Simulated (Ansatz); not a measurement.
# H2S (triplet): PBE, revPBE, r2SCAN over a scan of the distance H1–H2 along a hydrogen transfer, 6-31G, part 1 of 2

How well do these functionals follow the top wave-function level for H2S (triplet) over a scan of the distance H1–H2 along a hydrogen transfer?

Computed with Ansatz 0.2.0, Gaussian basis. Level: 6-31G, all electrons in the functionals.

The runs, in order: PBE, revPBE, r2SCAN, at 0.693 Å; 0.745 Å; 0.783 Å; 0.821 Å; 0.859 Å; 0.898 Å; 0.936 Å; 0.974 Å; 1.012 Å.

7 further runs of the same task are left out: 7 that didn't finish.

## (1) The geometry

The geometry derives from fragments relaxed apart (PBE0/def2-TZVP) and kept rigid, so it is no stationary point. A hydrogen atom is moved between rigid fragments.

3 atoms, charge 0, spin multiplicity 3.

Atoms are counted from 1 here; the program's logs count them from 0.

Bond lengths: H1–H2 0.745 Å, H2–S3 1.647 Å. Angles: H1–H2–S3 180.0°.

No dispersion term is added.

The geometry shown and the zero of energy belong to the point 0.745 Å. The yardstick, FCI, and other wave-function levels (R restricted, U unrestricted, valence and pair active spaces) come from earlier runs.

## (2) PBE, 0.693 Å

File in.yaml:

```yaml
crystal:
  periodic: [false, false, false]
  atoms:
    - {symbol: H, position_ang: [0.000000, 0.000000, -1.028333]}
    - {symbol: H, position_ang: [0.000000, 0.000000, -0.335333]}
    - {symbol: S, position_ang: [0.000000, 0.000000, 1.363667]}
basis:
  gaussian: {orbitals: 6-31G}
magnetization: {spin_polarized: true, initial_magnetization: 2}
hamiltonian: {xc: {name: PBE}}
output: {orbitals: {seedname: orbitals}}
```

Started as:

```bash
> ansatz run in.yaml --threads 1 --pin off --events-out ev --progress --plain --max-ram 2393MiB
```

Output, cut to the lines that bear on the results:

```text
Functional definition: PBE
  name "PBE"
  cite "Perdew, Burke & Ernzerhof, Phys. Rev. Lett. 77, 3865 (1996) doi:10.1103/PhysRevLett.77.3865"
  parent pbe
[...]
204 factors; integrals over basis functions are off by at most 1.0e-3 eV
[...]
mean field -10858.58640977 eV, -399.0456903447 hartree, gradient 7.2e-6 eV, S^2 2.001751; 7 other end points of the search recorded, 0 dependent functions left out
reference -10858.58643170 eV, -399.0456911507 hartree; 10, 8 occupied and 7, 9 virtual orbitals, 204 factors
Total energy: -10858.58643170 eV, -399.0456911507 hartree
```

It took 0.48 s on 1 thread of Intel Xeon Platinum 8488C, shared host.

From the report: ⟨S²⟩ of the determinant 2.002 (pure triplet: 2.00).

## (3) PBE, 0.745 Å

File in.yaml:

```yaml
crystal:
  periodic: [false, false, false]
  atoms:
    - {symbol: H, position_ang: [0.000000, 0.000000, -1.045667]}
    - {symbol: H, position_ang: [0.000000, 0.000000, -0.300667]}
    - {symbol: S, position_ang: [0.000000, 0.000000, 1.346333]}
basis:
  gaussian: {orbitals: 6-31G}
magnetization: {spin_polarized: true, initial_magnetization: 2}
hamiltonian: {xc: {name: PBE}}
output: {orbitals: {seedname: orbitals}}
```

The command is unchanged.

Output, cut to the lines that bear on the results:

```text
Functional definition: PBE
  name "PBE"
  cite "Perdew, Burke & Ernzerhof, Phys. Rev. Lett. 77, 3865 (1996) doi:10.1103/PhysRevLett.77.3865"
  parent pbe
[...]
204 factors; integrals over basis functions are off by at most 9.5e-4 eV
[...]
mean field -10858.64794062 eV, -399.0479515618 hartree, gradient 7.9e-6 eV, S^2 2.002335; 5 other end points of the search recorded, 0 dependent functions left out
reference -10858.64796290 eV, -399.0479523806 hartree; 10, 8 occupied and 7, 9 virtual orbitals, 204 factors
Total energy: -10858.64796290 eV, -399.0479523806 hartree
```

Wall time 0.54 s (1 thread of Intel Xeon Platinum 8488C, shared host).

From the report: ⟨S²⟩ of the determinant 2.002 (pure triplet: 2.00).

## (4) PBE, 0.783 Å

File in.yaml:

```yaml
crystal:
  periodic: [false, false, false]
  atoms:
    - {symbol: H, position_ang: [0.000000, 0.000000, -1.058333]}
    - {symbol: H, position_ang: [0.000000, 0.000000, -0.275333]}
    - {symbol: S, position_ang: [0.000000, 0.000000, 1.333667]}
basis:
  gaussian: {orbitals: 6-31G}
magnetization: {spin_polarized: true, initial_magnetization: 2}
hamiltonian: {xc: {name: PBE}}
output: {orbitals: {seedname: orbitals}}
```

Launched as before.

Output, cut to the lines that bear on the results:

```text
Functional definition: PBE
  name "PBE"
  cite "Perdew, Burke & Ernzerhof, Phys. Rev. Lett. 77, 3865 (1996) doi:10.1103/PhysRevLett.77.3865"
  parent pbe
[...]
204 factors; integrals over basis functions are off by at most 8.8e-4 eV
[...]
mean field -10858.63758079 eV, -399.0475708452 hartree, gradient 7.2e-6 eV, S^2 2.002831; 6 other end points of the search recorded, 0 dependent functions left out
reference -10858.63760342 eV, -399.0475716766 hartree; 10, 8 occupied and 7, 9 virtual orbitals, 204 factors
Total energy: -10858.63760342 eV, -399.0475716766 hartree
```

Run time: 0.48 s. Hardware: 1 thread of Intel Xeon Platinum 8488C, shared host.

From the report: ⟨S²⟩ of the determinant 2.003 (pure triplet: 2.00).

From 0.745 Å: +0.2 kcal/mol.

## (5) PBE, 0.821 Å

File in.yaml:

```yaml
crystal:
  periodic: [false, false, false]
  atoms:
    - {symbol: H, position_ang: [0.000000, 0.000000, -1.071000]}
    - {symbol: H, position_ang: [0.000000, 0.000000, -0.250000]}
    - {symbol: S, position_ang: [0.000000, 0.000000, 1.321000]}
basis:
  gaussian: {orbitals: 6-31G}
magnetization: {spin_polarized: true, initial_magnetization: 2}
hamiltonian: {xc: {name: PBE}}
output: {orbitals: {seedname: orbitals}}
```

Launched as before.

Output, cut to the lines that bear on the results:

```text
Functional definition: PBE
  name "PBE"
  cite "Perdew, Burke & Ernzerhof, Phys. Rev. Lett. 77, 3865 (1996) doi:10.1103/PhysRevLett.77.3865"
  parent pbe
[...]
204 factors; integrals over basis functions are off by at most 8.1e-4 eV
[...]
mean field -10858.59462472 eV, -399.0459922388 hartree, gradient 1.5e-5 eV, S^2 2.003349; 6 other end points of the search recorded, 0 dependent functions left out
reference -10858.59464775 eV, -399.0459930849 hartree; 10, 8 occupied and 7, 9 virtual orbitals, 204 factors
Total energy: -10858.59464775 eV, -399.0459930849 hartree
```

Run time: 0.48 s. Hardware: 1 thread of Intel Xeon Platinum 8488C, shared host.

From the report: ⟨S²⟩ of the determinant 2.003 (pure triplet: 2.00).

From 0.745 Å: +1.2 kcal/mol.

## (6) PBE, 0.859 Å

File in.yaml:

```yaml
crystal:
  periodic: [false, false, false]
  atoms:
    - {symbol: H, position_ang: [0.000000, 0.000000, -1.083667]}
    - {symbol: H, position_ang: [0.000000, 0.000000, -0.224667]}
    - {symbol: S, position_ang: [0.000000, 0.000000, 1.308333]}
basis:
  gaussian: {orbitals: 6-31G}
magnetization: {spin_polarized: true, initial_magnetization: 2}
hamiltonian: {xc: {name: PBE}}
output: {orbitals: {seedname: orbitals}}
```

The command is unchanged.

Output, cut to the lines that bear on the results:

```text
Functional definition: PBE
  name "PBE"
  cite "Perdew, Burke & Ernzerhof, Phys. Rev. Lett. 77, 3865 (1996) doi:10.1103/PhysRevLett.77.3865"
  parent pbe
[...]
204 factors; integrals over basis functions are off by at most 7.4e-4 eV
[...]
mean field -10858.52832304 eV, -399.0435556967 hartree, gradient 7.4e-6 eV, S^2 2.003834; 6 other end points of the search recorded, 0 dependent functions left out
reference -10858.52834649 eV, -399.0435565588 hartree; 10, 8 occupied and 7, 9 virtual orbitals, 204 factors
Total energy: -10858.52834649 eV, -399.0435565588 hartree
```

Wall time 0.48 s (1 thread of Intel Xeon Platinum 8488C, shared host).

From the report: ⟨S²⟩ of the determinant 2.004 (pure triplet: 2.00).

From 0.745 Å: +2.8 kcal/mol.

## (7) PBE, 0.898 Å

File in.yaml:

```yaml
crystal:
  periodic: [false, false, false]
  atoms:
    - {symbol: H, position_ang: [0.000000, 0.000000, -1.096667]}
    - {symbol: H, position_ang: [0.000000, 0.000000, -0.198667]}
    - {symbol: S, position_ang: [0.000000, 0.000000, 1.295333]}
basis:
  gaussian: {orbitals: 6-31G}
magnetization: {spin_polarized: true, initial_magnetization: 2}
hamiltonian: {xc: {name: PBE}}
output: {orbitals: {seedname: orbitals}}
```

The command is unchanged.

Output, cut to the lines that bear on the results:

```text
Functional definition: PBE
  name "PBE"
  cite "Perdew, Burke & Ernzerhof, Phys. Rev. Lett. 77, 3865 (1996) doi:10.1103/PhysRevLett.77.3865"
  parent pbe
[...]
204 factors; integrals over basis functions are off by at most 6.8e-4 eV
[...]
mean field -10858.44276385 eV, -399.0404114547 hartree, gradient 7.6e-6 eV, S^2 2.004232; 4 other end points of the search recorded, 0 dependent functions left out
reference -10858.44278776 eV, -399.0404123334 hartree; 10, 8 occupied and 7, 9 virtual orbitals, 204 factors
Total energy: -10858.44278776 eV, -399.0404123334 hartree
```

Wall time 0.48 s (1 thread of Intel Xeon Platinum 8488C, shared host).

From the report: ⟨S²⟩ of the determinant 2.004 (pure triplet: 2.00).

From 0.745 Å: +4.7 kcal/mol.

## (8) PBE, 0.936 Å

File in.yaml:

```yaml
crystal:
  periodic: [false, false, false]
  atoms:
    - {symbol: H, position_ang: [0.000000, 0.000000, -1.109333]}
    - {symbol: H, position_ang: [0.000000, 0.000000, -0.173333]}
    - {symbol: S, position_ang: [0.000000, 0.000000, 1.282667]}
basis:
  gaussian: {orbitals: 6-31G}
magnetization: {spin_polarized: true, initial_magnetization: 2}
hamiltonian: {xc: {name: PBE}}
output: {orbitals: {seedname: orbitals}}
```

Launched as before.

Output, cut to the lines that bear on the results:

```text
Functional definition: PBE
  name "PBE"
  cite "Perdew, Burke & Ernzerhof, Phys. Rev. Lett. 77, 3865 (1996) doi:10.1103/PhysRevLett.77.3865"
  parent pbe
[...]
204 factors; integrals over basis functions are off by at most 6.3e-4 eV
[...]
mean field -10858.34615022 eV, -399.0368609694 hartree, gradient 7.6e-6 eV, S^2 2.004462; 4 other end points of the search recorded, 0 dependent functions left out
reference -10858.34617455 eV, -399.0368618633 hartree; 10, 8 occupied and 7, 9 virtual orbitals, 204 factors
Total energy: -10858.34617455 eV, -399.0368618633 hartree
```

Run time: 0.48 s. Hardware: 1 thread of Intel Xeon Platinum 8488C, shared host.

From the report: ⟨S²⟩ of the determinant 2.004 (pure triplet: 2.00).

From 0.745 Å: +7.0 kcal/mol.

## (9) PBE, 0.974 Å

File in.yaml:

```yaml
crystal:
  periodic: [false, false, false]
  atoms:
    - {symbol: H, position_ang: [0.000000, 0.000000, -1.122000]}
    - {symbol: H, position_ang: [0.000000, 0.000000, -0.148000]}
    - {symbol: S, position_ang: [0.000000, 0.000000, 1.270000]}
basis:
  gaussian: {orbitals: 6-31G}
magnetization: {spin_polarized: true, initial_magnetization: 2}
hamiltonian: {xc: {name: PBE}}
output: {orbitals: {seedname: orbitals}}
```

The command is unchanged.

Output, cut to the lines that bear on the results:

```text
Functional definition: PBE
  name "PBE"
  cite "Perdew, Burke & Ernzerhof, Phys. Rev. Lett. 77, 3865 (1996) doi:10.1103/PhysRevLett.77.3865"
  parent pbe
[...]
204 factors; integrals over basis functions are off by at most 5.9e-4 eV
[...]
mean field -10858.23751783 eV, -399.0328688024 hartree, gradient 7.4e-6 eV, S^2 2.004501; 4 other end points of the search recorded, 0 dependent functions left out
reference -10858.23754252 eV, -399.0328697097 hartree; 10, 8 occupied and 7, 9 virtual orbitals, 204 factors
Total energy: -10858.23754252 eV, -399.0328697097 hartree
```

Run time: 0.48 s. Hardware: 1 thread of Intel Xeon Platinum 8488C, shared host.

From the report: ⟨S²⟩ of the determinant 2.005 (pure triplet: 2.00).

From 0.745 Å: +9.5 kcal/mol.

## (10) PBE, 1.012 Å

File in.yaml:

```yaml
crystal:
  periodic: [false, false, false]
  atoms:
    - {symbol: H, position_ang: [0.000000, 0.000000, -1.134667]}
    - {symbol: H, position_ang: [0.000000, 0.000000, -0.122667]}
    - {symbol: S, position_ang: [0.000000, 0.000000, 1.257333]}
basis:
  gaussian: {orbitals: 6-31G}
magnetization: {spin_polarized: true, initial_magnetization: 2}
hamiltonian: {xc: {name: PBE}}
output: {orbitals: {seedname: orbitals}}
```

Launched as before.

Output, cut to the lines that bear on the results:

```text
Functional definition: PBE
  name "PBE"
  cite "Perdew, Burke & Ernzerhof, Phys. Rev. Lett. 77, 3865 (1996) doi:10.1103/PhysRevLett.77.3865"
  parent pbe
[...]
204 factors; integrals over basis functions are off by at most 5.7e-4 eV
[...]
mean field -10858.11526309 eV, -399.0283760235 hartree, gradient 6.7e-6 eV, S^2 2.004348; 4 other end points of the search recorded, 0 dependent functions left out
reference -10858.11528807 eV, -399.0283769419 hartree; 10, 8 occupied and 7, 9 virtual orbitals, 204 factors
Total energy: -10858.11528807 eV, -399.0283769419 hartree
```

Run time: 0.48 s. Hardware: 1 thread of Intel Xeon Platinum 8488C, shared host.

From the report: ⟨S²⟩ of the determinant 2.004 (pure triplet: 2.00).

From 0.745 Å: +12.3 kcal/mol.

## (11) revPBE, 0.693 Å

File in.yaml:

```yaml
crystal:
  periodic: [false, false, false]
  atoms:
    - {symbol: H, position_ang: [0.000000, 0.000000, -1.028333]}
    - {symbol: H, position_ang: [0.000000, 0.000000, -0.335333]}
    - {symbol: S, position_ang: [0.000000, 0.000000, 1.363667]}
basis:
  gaussian: {orbitals: 6-31G}
magnetization: {spin_polarized: true, initial_magnetization: 2}
hamiltonian: {xc: {name: revPBE}}
```

Launched as before.

Output, cut to the lines that bear on the results:

```text
Functional definition: revPBE
  name "revPBE"
  cite "Zhang & Yang, Phys. Rev. Lett. 80, 890 (1998) doi:10.1103/PhysRevLett.80.890"
  cite "Perdew, Burke & Ernzerhof, Phys. Rev. Lett. 77, 3865 (1996) doi:10.1103/PhysRevLett.77.3865"
[...]
204 factors; integrals over basis functions are off by at most 1.0e-3 eV
[...]
mean field -10861.58285984 eV, -399.1558078538 hartree, gradient 7.4e-6 eV, S^2 2.001881; 7 other end points of the search recorded, 0 dependent functions left out
reference -10861.58288708 eV, -399.1558088550 hartree; 10, 8 occupied and 7, 9 virtual orbitals, 204 factors
Total energy: -10861.58288708 eV, -399.1558088550 hartree
```

Run time: 0.48 s. Hardware: 1 thread of Intel Xeon Platinum 8488C, shared host.

From the report: ⟨S²⟩ of the determinant 2.002 (pure triplet: 2.00).

## (12) revPBE, 0.745 Å

File in.yaml:

```yaml
crystal:
  periodic: [false, false, false]
  atoms:
    - {symbol: H, position_ang: [0.000000, 0.000000, -1.045667]}
    - {symbol: H, position_ang: [0.000000, 0.000000, -0.300667]}
    - {symbol: S, position_ang: [0.000000, 0.000000, 1.346333]}
basis:
  gaussian: {orbitals: 6-31G}
magnetization: {spin_polarized: true, initial_magnetization: 2}
hamiltonian: {xc: {name: revPBE}}
```

Launched as before.

Output, cut to the lines that bear on the results:

```text
Functional definition: revPBE
  name "revPBE"
  cite "Zhang & Yang, Phys. Rev. Lett. 80, 890 (1998) doi:10.1103/PhysRevLett.80.890"
  cite "Perdew, Burke & Ernzerhof, Phys. Rev. Lett. 77, 3865 (1996) doi:10.1103/PhysRevLett.77.3865"
[...]
204 factors; integrals over basis functions are off by at most 9.5e-4 eV
[...]
mean field -10861.63373996 eV, -399.1576776638 hartree, gradient 9.2e-6 eV, S^2 2.002489; 6 other end points of the search recorded, 0 dependent functions left out
reference -10861.63376763 eV, -399.1576786806 hartree; 10, 8 occupied and 7, 9 virtual orbitals, 204 factors
Total energy: -10861.63376763 eV, -399.1576786806 hartree
```

Run time: 0.51 s. Hardware: 1 thread of Intel Xeon Platinum 8488C, shared host.

From the report: ⟨S²⟩ of the determinant 2.002 (pure triplet: 2.00).

## (13) revPBE, 0.783 Å

File in.yaml:

```yaml
crystal:
  periodic: [false, false, false]
  atoms:
    - {symbol: H, position_ang: [0.000000, 0.000000, -1.058333]}
    - {symbol: H, position_ang: [0.000000, 0.000000, -0.275333]}
    - {symbol: S, position_ang: [0.000000, 0.000000, 1.333667]}
basis:
  gaussian: {orbitals: 6-31G}
magnetization: {spin_polarized: true, initial_magnetization: 2}
hamiltonian: {xc: {name: revPBE}}
```

Launched as before.

Output, cut to the lines that bear on the results:

```text
Functional definition: revPBE
  name "revPBE"
  cite "Zhang & Yang, Phys. Rev. Lett. 80, 890 (1998) doi:10.1103/PhysRevLett.80.890"
  cite "Perdew, Burke & Ernzerhof, Phys. Rev. Lett. 77, 3865 (1996) doi:10.1103/PhysRevLett.77.3865"
[...]
204 factors; integrals over basis functions are off by at most 8.8e-4 eV
[...]
mean field -10861.61629217 eV, -399.1570364693 hartree, gradient 8.3e-6 eV, S^2 2.003007; 6 other end points of the search recorded, 0 dependent functions left out
reference -10861.61632026 eV, -399.1570375016 hartree; 10, 8 occupied and 7, 9 virtual orbitals, 204 factors
Total energy: -10861.61632026 eV, -399.1570375016 hartree
```

Run time: 0.48 s. Hardware: 1 thread of Intel Xeon Platinum 8488C, shared host.

From the report: ⟨S²⟩ of the determinant 2.003 (pure triplet: 2.00).

From 0.745 Å: +0.4 kcal/mol.

## (14) revPBE, 0.821 Å

File in.yaml:

```yaml
crystal:
  periodic: [false, false, false]
  atoms:
    - {symbol: H, position_ang: [0.000000, 0.000000, -1.071000]}
    - {symbol: H, position_ang: [0.000000, 0.000000, -0.250000]}
    - {symbol: S, position_ang: [0.000000, 0.000000, 1.321000]}
basis:
  gaussian: {orbitals: 6-31G}
magnetization: {spin_polarized: true, initial_magnetization: 2}
hamiltonian: {xc: {name: revPBE}}
```

Launched as before.

Output, cut to the lines that bear on the results:

```text
Functional definition: revPBE
  name "revPBE"
  cite "Zhang & Yang, Phys. Rev. Lett. 80, 890 (1998) doi:10.1103/PhysRevLett.80.890"
  cite "Perdew, Burke & Ernzerhof, Phys. Rev. Lett. 77, 3865 (1996) doi:10.1103/PhysRevLett.77.3865"
[...]
204 factors; integrals over basis functions are off by at most 8.1e-4 eV
[...]
mean field -10861.56687484 eV, -399.1552204157 hartree, gradient 1.6e-5 eV, S^2 2.003546; 6 other end points of the search recorded, 0 dependent functions left out
reference -10861.56690342 eV, -399.1552214662 hartree; 10, 8 occupied and 7, 9 virtual orbitals, 204 factors
Total energy: -10861.56690342 eV, -399.1552214662 hartree
```

Wall time 0.48 s (1 thread of Intel Xeon Platinum 8488C, shared host).

From the report: ⟨S²⟩ of the determinant 2.004 (pure triplet: 2.00).

From 0.745 Å: +1.5 kcal/mol.

## (15) revPBE, 0.859 Å

File in.yaml:

```yaml
crystal:
  periodic: [false, false, false]
  atoms:
    - {symbol: H, position_ang: [0.000000, 0.000000, -1.083667]}
    - {symbol: H, position_ang: [0.000000, 0.000000, -0.224667]}
    - {symbol: S, position_ang: [0.000000, 0.000000, 1.308333]}
basis:
  gaussian: {orbitals: 6-31G}
magnetization: {spin_polarized: true, initial_magnetization: 2}
hamiltonian: {xc: {name: revPBE}}
```

Same command.

Output, cut to the lines that bear on the results:

```text
Functional definition: revPBE
  name "revPBE"
  cite "Zhang & Yang, Phys. Rev. Lett. 80, 890 (1998) doi:10.1103/PhysRevLett.80.890"
  cite "Perdew, Burke & Ernzerhof, Phys. Rev. Lett. 77, 3865 (1996) doi:10.1103/PhysRevLett.77.3865"
[...]
204 factors; integrals over basis functions are off by at most 7.4e-4 eV
[...]
mean field -10861.49476983 eV, -399.1525706058 hartree, gradient 1.6e-5 eV, S^2 2.004051; 6 other end points of the search recorded, 0 dependent functions left out
reference -10861.49479896 eV, -399.1525716763 hartree; 10, 8 occupied and 7, 9 virtual orbitals, 204 factors
Total energy: -10861.49479896 eV, -399.1525716763 hartree
```

Run time: 0.48 s. Hardware: 1 thread of Intel Xeon Platinum 8488C, shared host.

From the report: ⟨S²⟩ of the determinant 2.004 (pure triplet: 2.00).

From 0.745 Å: +3.2 kcal/mol.

## (16) revPBE, 0.898 Å

File in.yaml:

```yaml
crystal:
  periodic: [false, false, false]
  atoms:
    - {symbol: H, position_ang: [0.000000, 0.000000, -1.096667]}
    - {symbol: H, position_ang: [0.000000, 0.000000, -0.198667]}
    - {symbol: S, position_ang: [0.000000, 0.000000, 1.295333]}
basis:
  gaussian: {orbitals: 6-31G}
magnetization: {spin_polarized: true, initial_magnetization: 2}
hamiltonian: {xc: {name: revPBE}}
```

The command is unchanged.

Output, cut to the lines that bear on the results:

```text
Functional definition: revPBE
  name "revPBE"
  cite "Zhang & Yang, Phys. Rev. Lett. 80, 890 (1998) doi:10.1103/PhysRevLett.80.890"
  cite "Perdew, Burke & Ernzerhof, Phys. Rev. Lett. 77, 3865 (1996) doi:10.1103/PhysRevLett.77.3865"
[...]
204 factors; integrals over basis functions are off by at most 6.8e-4 eV
[...]
mean field -10861.40396316 eV, -399.1492335220 hartree, gradient 8.1e-6 eV, S^2 2.004464; 4 other end points of the search recorded, 0 dependent functions left out
reference -10861.40399285 eV, -399.1492346132 hartree; 10, 8 occupied and 7, 9 virtual orbitals, 204 factors
Total energy: -10861.40399285 eV, -399.1492346132 hartree
```

Run time: 0.48 s. Hardware: 1 thread of Intel Xeon Platinum 8488C, shared host.

From the report: ⟨S²⟩ of the determinant 2.004 (pure triplet: 2.00).

From 0.745 Å: +5.3 kcal/mol.

## (17) revPBE, 0.936 Å

File in.yaml:

```yaml
crystal:
  periodic: [false, false, false]
  atoms:
    - {symbol: H, position_ang: [0.000000, 0.000000, -1.109333]}
    - {symbol: H, position_ang: [0.000000, 0.000000, -0.173333]}
    - {symbol: S, position_ang: [0.000000, 0.000000, 1.282667]}
basis:
  gaussian: {orbitals: 6-31G}
magnetization: {spin_polarized: true, initial_magnetization: 2}
hamiltonian: {xc: {name: revPBE}}
```

Same command.

Output, cut to the lines that bear on the results:

```text
Functional definition: revPBE
  name "revPBE"
  cite "Zhang & Yang, Phys. Rev. Lett. 80, 890 (1998) doi:10.1103/PhysRevLett.80.890"
  cite "Perdew, Burke & Ernzerhof, Phys. Rev. Lett. 77, 3865 (1996) doi:10.1103/PhysRevLett.77.3865"
[...]
204 factors; integrals over basis functions are off by at most 6.3e-4 eV
[...]
mean field -10861.30293876 eV, -399.1455209438 hartree, gradient 8.0e-6 eV, S^2 2.004704; 4 other end points of the search recorded, 0 dependent functions left out
reference -10861.30296897 eV, -399.1455220542 hartree; 10, 8 occupied and 7, 9 virtual orbitals, 204 factors
Total energy: -10861.30296897 eV, -399.1455220542 hartree
```

It took 0.51 s on 1 thread of Intel Xeon Platinum 8488C, shared host.

From the report: ⟨S²⟩ of the determinant 2.005 (pure triplet: 2.00).

From 0.745 Å: +7.6 kcal/mol.

(Continued in part 2 of 2.)
